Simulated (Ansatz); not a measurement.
## Scan of GaH2, doublet

Starting geometry (PBE0/def2-TZVP stationary point for this spin, not checked as a minimum):

```yaml
atoms:
  - { symbol: Ga, position_ang: [0.0000, -0.0222, 0.0000] }
  - { symbol: H, position_ang: [0.0000, 0.7688, -1.3831] }
  - { symbol: H, position_ang: [0.0000, 0.7688, 1.3831] }
```

From there the angle named below is changed in its plane at fixed bond lengths, both arms turning rigidly about the middle atom; atoms are numbered as listed. Energies are in kJ/mol, counted from the starting geometry at the same level. Kohn–Sham curves are unrestricted where that lies lower.

Basis aug-cc-pVDZ; Ansatz 0.2.0. Only valence electrons are correlated (noble-gas cores and the filled d shells of p-block atoms frozen). No spin–orbit coupling is included, and no scalar relativity.

A value is left out where its run failed or describes another state than the reference as far as symmetry and spin tell, or, spin-broken singlets apart, can't be checked.

In so small a basis the reference is far from its limit while semilocal and hybrid functionals are nearer theirs (RPA and double hybrids share much of the reference's basis error), so the functionals' errors here hold much of the reference's basis and frozen-core error, which can add to them or hide them.

Full CI is exact within this basis and frozen core; it isn't the basis-set limit.

| angle H2-Ga1-H3 (°) | full CI | SPW92 | PBE | r2SCAN | PBE0 | B3LYP | wB97M-V | B2PLYP | RPA-PBE |
| --- | --- | --- | --- | --- | --- | --- | --- | --- | --- |
| 70.6 | 115.8 | 110.6 | 112.7 | 116.1 | 116.3 | 116.6 | 116.3 | 118.1 | 108.9 |
| 84.4 | 56.1 | 53.7 | 54.5 | 55.9 | 56.3 | 56.0 | 55.9 | 56.9 | 52.3 |
| 101.7 | 13.9 | 13.6 | 13.6 | 13.7 | 14.0 | 13.7 | 13.6 | 13.9 | 12.2 |
| 120.5 | 0.0 | 0.0 | 0.0 | 0.0 | 0.0 | 0.0 | 0.0 | 0.0 | 0.0 |
| 123.2 | 0.3 | 0.2 | 0.2 | 0.3 | 0.3 | 0.3 | 0.3 | 0.3 | 0.5 |
| 143.2 | 18.2 | 15.7 | 16.5 | 18.0 | 17.6 | 18.2 | 18.5 | 18.6 | 18.6 |
| 156.3 | 42.6 | 37.2 | 39.0 | 41.7 | 41.4 | 42.7 | 43.2 | 43.6 | 42.1 |
| 180.0 | 83.5 | 70.4 | 74.4 | 77.0 | 79.3 | 83.4 | – | – | 79.7 |
